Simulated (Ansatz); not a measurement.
# CH3OSi+ (SMILES O[C+]=[SiH2]): a rigid scan of the dihedral angle O1–C2–Si3–H5

How does the energy rise as the dihedral angle O1–C2–Si3–H5 leaves its equilibrium value, and do density functionals follow CCSD(T)? No other atom is relaxed.

Method: single points in def2-TZVPP; program: Ansatz 0.2.0, Gaussian basis.

Levels: PBE-D4, r2SCAN-D4, PBE0-D4, B3LYP-D4, wB97M-V, Hartree-Fock, MP2, CCSD, CCSD(T). The scan takes -78.7, -48.7, -18.7, 11.3, 41.3, 71.3, 101.3, 131.3, 161.3, -168.7, -138.7, -108.7°.

Cores are frozen in the correlated methods. B3LYP uses VWN-RPA correlation.

28 further runs of the same task are left out: 28 set aside as unsound or not needed.

### 1 Where the work starts

The minimum, relaxed at PBE0-D4: SMILES `O[C+]=[SiH2]`, 6 atoms, charge 1, spin multiplicity 1.

Atoms are counted from 1 here; the program's logs count them from 0.

Bond lengths: O1–C2 1.229 Å, O1–H4 0.986 Å, C2–Si3 1.719 Å, Si3–H5 1.469 Å, Si3–H6 1.469 Å. Angles: C2–O1–H4 115.5°, O1–C2–Si3 162.8°, C2–Si3–H5 112.9°, C2–Si3–H6 112.9°, H5–Si3–H6 129.8°.

Coordinates:

```xyz
6
charge 1, multiplicity 1
O    -0.9549   -1.4710   -0.2921
C    -0.2475   -0.4853   -0.0985
Si    0.2831    1.1150    0.2352
H    -0.4718   -2.3074   -0.4903
H     0.6548    1.8587   -0.9761
H     0.7363    1.2900    1.6218
```

Energies of the minimum (eV), from earlier single points: PBE-D4 -10993.46120, r2SCAN-D4 -10998.46221, PBE0-D4 -10994.03516, B3LYP-D4 -11001.64870, wB97M-V -10999.21097, CCSD(T) -10982.84076.

At the minimum the dihedral angle O1–C2–Si3–H5 is -100.6°.

### 2 O1–C2–Si3–H5 = -78.7°

ccsdt-tzvpp/in.yaml reads:

```yaml
crystal:
  periodic: [false, false, false]
  atoms:
    - {symbol: O, position_ang: [-0.954894, -1.471046, -0.292082]}
    - {symbol: C, position_ang: [-0.247536, -0.485279, -0.098483]}
    - {symbol: Si, position_ang: [0.283119, 1.114996, 0.235206]}
    - {symbol: H, position_ang: [-0.471782, -2.307383, -0.490312]}
    - {symbol: H, position_ang: [0.166970, 2.009712, -0.924354]}
    - {symbol: H, position_ang: [1.184547, 1.189032, 1.393020]}
basis:
  gaussian: {orbitals: def2-TZVPP}
total_charge: 1
correlation: {method: ccsd_t}
```

No record of the launch command was kept for these runs.

Further steps of the session: O1–C2–Si3–H5 = -48.7°; O1–C2–Si3–H5 = -18.7°; O1–C2–Si3–H5 = 11.3°; O1–C2–Si3–H5 = 41.3°; O1–C2–Si3–H5 = 71.3°; O1–C2–Si3–H5 = 101.3°; O1–C2–Si3–H5 = 131.3°; O1–C2–Si3–H5 = 161.3°; O1–C2–Si3–H5 = -168.7°; O1–C2–Si3–H5 = -138.7°; O1–C2–Si3–H5 = -108.7°.

Q: Predict the outcome of this session. Wanted: highest point, CCSD(T); lowest point, CCSD(T); RMS deviation from CCSD(T); largest T1 diagnostic.

As calculated:

```
                  quantity                                                                                              value
    highest point, CCSD(T)                                                                                1181 meV at 161.3 °
     lowest point, CCSD(T)                                                                                  0 meV at -100.6 °
RMS deviation from CCSD(T)  PBE-D4 25, r2SCAN-D4 21, PBE0-D4 10, B3LYP-D4 11, wB97M-V 5, Hartree-Fock 28, MP2 36, CCSD 16 meV
     largest T1 diagnostic                                                                                              0.044
```

Over the points sampled the torsion costs at most 1181 meV, enough to slow or lock the rotation at room temperature. A rigid scan overstates barriers, since nothing else may give way. wB97M-V follows the CCSD(T) curve best and MP2 worst. The T1 diagnostic is large here, over the usual mark for main-group molecules (transition-metal compounds often pass it harmlessly), so CCSD(T) itself may be off. The restricted Hartree–Fock reference is unstable towards an unrestricted one at one or more of these structures.
